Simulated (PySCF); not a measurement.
C3H8, charge +1, doublet, at the geometry of the source list (a state made from the parent by changing its charge; the spin is typed, not shown lowest); MP2/STO-3G (PySCF).

The PySCF input:
```python
from pyscf import gto, scf, mp

mol = gto.M(
    atom='''
C     1.128400    0.516300   -0.318600
C     0.131900   -0.606000   -0.059600
C    -1.227000   -0.063700    0.363100
H     2.092700    0.113400   -0.619200
H     0.768500    1.170700   -1.109600
H     1.271200    1.113900    0.579100
H     0.520000   -1.262000    0.723100
H     0.017200   -1.205200   -0.965900
H    -1.926600   -0.876300    0.544100
H    -1.136900    0.521000    1.276100
H    -1.639600    0.577700   -0.412600
''',
    basis='sto-3g',
    charge=1,
    spin=1,
    verbose=4,
)

mf = scf.UHF(mol)
mf.kernel()

pt = mp.MP2(mf)
pt.kernel()
print('E(MP2) = %.10f' % pt.e_tot)
```

Q: Predict the main parts of the log of this PySCF run.

A: 
```
PySCF version 2.14.0

[INPUT] verbose = 4
[INPUT] num. atoms = 11
[INPUT] num. electrons = 25
[INPUT] charge = 1
[INPUT] spin (= nelec alpha-beta = 2S) = 1
[INPUT] symmetry False subgroup None
[INPUT] Mole.unit = angstrom
[INPUT] Symbol           X                Y                Z      unit          X                Y                Z       unit  Magmom
[INPUT]  1 C      1.128400000000   0.516300000000  -0.318600000000 AA    2.132366958959   0.975665598113  -0.602066743286 Bohr   0.0
[INPUT]  2 C      0.131900000000  -0.606000000000  -0.059600000000 AA    0.249254875830  -1.145174031486  -0.112627677024 Bohr   0.0
[INPUT]  3 C     -1.227000000000  -0.063700000000   0.363100000000 AA   -2.318693954841  -0.120375554135   0.686159555830 Bohr   0.0
[INPUT]  4 H      2.092700000000   0.113400000000  -0.619200000000 AA    3.954629860877   0.214294942526  -1.170118416331 Bohr   0.0
[INPUT]  5 H      0.768500000000   1.170700000000  -1.109600000000 AA    1.452254526728   2.212302374028  -2.096840107817 Bohr   0.0
[INPUT]  6 H      1.271200000000   1.113900000000   0.579100000000 AA    2.402219849547   2.104965930153   1.094340398736 Bohr   0.0
[INPUT]  7 H      0.520000000000  -1.262000000000   0.723100000000 AA    0.982657584774  -2.384834369201   1.366460960673 Bohr   0.0
[INPUT]  8 H      0.017200000000  -1.205200000000  -0.965900000000 AA    0.032503289343  -2.277497925326  -1.825286463717 Bohr   0.0
[INPUT]  9 H     -1.926600000000  -0.876300000000   0.544100000000 AA   -3.640746351587  -1.655967002956   1.028199984376 Bohr   0.0
[INPUT] 10 H     -1.136900000000   0.521000000000   1.276100000000 AA   -2.148429631018   0.984547310898   2.411479507557 Bohr   0.0
[INPUT] 11 H     -1.639600000000   0.577700000000  -0.412600000000 AA   -3.098394953837   1.091694782161  -0.779700998996 Bohr   0.0

nuclear repulsion = 82.9765381213175
number of shells = 17
number of NR pGTOs = 69
number of NR cGTOs = 23
basis = sto-3g
ecp = {}

******** <class 'pyscf.scf.uhf.UHF'> ********
method = UHF
initial guess = minao
damping factor = 0
level_shift factor = 0
DIIS = <class 'pyscf.scf.diis.CDIIS'>
diis_start_cycle = 1
diis_space = 8
diis_damp = 0
SCF conv_tol = 1e-09
SCF conv_tol_grad = None
SCF max_cycles = 50
direct_scf = True
direct_scf_tol = 1e-13
number electrons alpha = 13  beta = 12
Set gradient conv threshold to 3.16228e-05
init E= -117.126140626987

cycle= 1 E= -116.442544028836  delta_E= 0.684  |g|= 0.23  |ddm|=  2.5
cycle= 2 E= -116.483735889776  delta_E= -0.0412  |g|= 0.0597  |ddm|= 0.384
cycle= 3 E= -116.487134821297  delta_E= -0.0034  |g|= 0.0222  |ddm|= 0.089
cycle= 4 E= -116.488156806918  delta_E= -0.00102  |g|= 0.00992  |ddm|= 0.0509
cycle= 5 E= -116.488571630495  delta_E= -0.000415  |g|= 0.00635  |ddm|= 0.0321
cycle= 6 E= -116.488802523093  delta_E= -0.000231  |g|= 0.00357  |ddm|= 0.0301
cycle= 7 E= -116.488895891746  delta_E= -9.34e-05  |g|= 0.000882  |ddm|= 0.0293
cycle= 8 E= -116.488899049937  delta_E= -3.16e-06  |g|= 0.000216  |ddm|= 0.00577
cycle= 9 E= -116.488899136681  delta_E= -8.67e-08  |g|= 4.68e-05  |ddm|= 0.000733
cycle= 10 E= -116.488899140822  delta_E= -4.14e-09  |g|= 1.85e-05  |ddm|= 0.000131
cycle= 11 E= -116.488899141876  delta_E= -1.05e-09  |g|= 1.01e-05  |ddm|= 6.11e-05
cycle= 12 E= -116.4888991424  delta_E= -5.24e-10  |g|= 7.6e-06  |ddm|= 4.01e-05
Extra cycle  E= -116.488899142639  delta_E= -2.39e-10  |g|= 6.76e-06  |ddm|= 2.05e-05
converged SCF energy = -116.488899142639  <S^2> = 0.7619665  2S+1 = 2.0119309

******** <class 'pyscf.mp.ump2.UMP2'> ********
nocc = (np.int64(13), np.int64(12)), nmo = (23, 23)
E(UMP2) = -116.644159533138  E_corr = -0.155260390499225
E(SCS-UMP2) = -116.659436290913  E_corr = -0.170537148274511
E_corr(same-spin) = -0.0182022926821835
E_corr(oppo-spin) = -0.137058097817042
E(MP2) = -116.6441595331
```
